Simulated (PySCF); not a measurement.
Bonds broken one at a time in the series B CH3-SiH3. Gas-phase values, no solvent. Strings in code marks are SMILES.

Computed with PySCF with PBE-D3(BJ)/def2-TZVP // B3LYP-D3(BJ)/def2-TZVP. 

| species | dipole moment (D) |
|---|---|
| whole molecule (`CB(C)C`) | 0.09 |
| radical fragment (`C[B]C`) | [?] |
| radical fragment (`[CH3]`) | 0.00 |
| whole molecule (`[SiH3]B([SiH3])[SiH3]`) | 0.06 |

Task: What belongs in the gaps?

Result: 
- radical fragment (`C[B]C`), dipole moment (D): 1.13
